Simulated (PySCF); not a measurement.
**SO3: PBE0 against B3LYP**

Base calculation in PySCF with density fitting and no spin–orbit coupling, PBE0/def2-TZVP (no relativity): singlet, D3h, S–O 1.419 Å (×3); wavenumbers 510, 534 (×2), 1110, 1446 (×2) cm⁻¹; gap between the highest occupied and lowest empty levels 7.72 eV, polar-tensor charge of S 1.70 e, atomisation energy (no zero-point energy) 1416 kJ/mol.

Problem. What changes on going to B3LYP/def2-TZVP (no relativity)?

Solution. The point group stays the same. Changes: mean bond to S +0.008 Å, highest wavenumber -45 cm⁻¹, lowest wavenumber -16 cm⁻¹, gap between the highest occupied and lowest empty levels -0.67 eV, polar-tensor charge of S -0.03 e, atomisation energy (no zero-point energy) -29 kJ/mol. The new structure has S–O 1.427 Å (×3), with wavenumbers 494, 525 (×2), 1073, 1401 (×2) cm⁻¹.

The structures come from searches over a few start shapes, so lower isomers are not excluded.
